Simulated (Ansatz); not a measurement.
**C2H4, singlet: energies of several shapes or isomers**

Program: Ansatz, Gaussian basis, development build; CASPT2 by development code. Basis cc-pVDZ, nonrelativistic, 2 orbitals frozen in the corrections; active space CAS(2,2). Restricted Hartree–Fock, then the lowest state-specific CASSCF solution met for each case. Coupled cluster stands on the determinant that it favours, not always the lowest RHF. Single-reference values can break down or jump between states where bonds are stretched. Solutions in different active orbitals can move differences by tenths of an eV and at times more than 1 eV.

Case A:

```xyz
6

C     0.0000    0.0000    0.6695
C     0.0000    0.0000   -0.6695
H     0.0000    0.9289    1.2321
H     0.0000   -0.9289    1.2321
H     0.0000    0.9289   -1.2321
H     0.0000   -0.9289   -1.2321
```

Case B:

```xyz
6

C     0.0000    0.0000    0.6695
C     0.0000    0.0000   -0.6695
H    -0.6568    0.6568    1.2321
H     0.6568   -0.6568    1.2321
H     0.6568    0.6568   -1.2321
H    -0.6568   -0.6568   -1.2321
```

Energy less that of case A, in eV:

```
case  RHF/ROHF  CASSCF  CCSD(T)  SC-NEVPT2  FIC-NEVPT2  CASPT2 (IPEA 0)
   B    +4.783  +3.238   +3.411     +3.334      +3.336           +3.089
```

**Question.** What does CCSDT give for these differences?

**Answer.** B: +3.210 eV (74.0 kcal/mol).
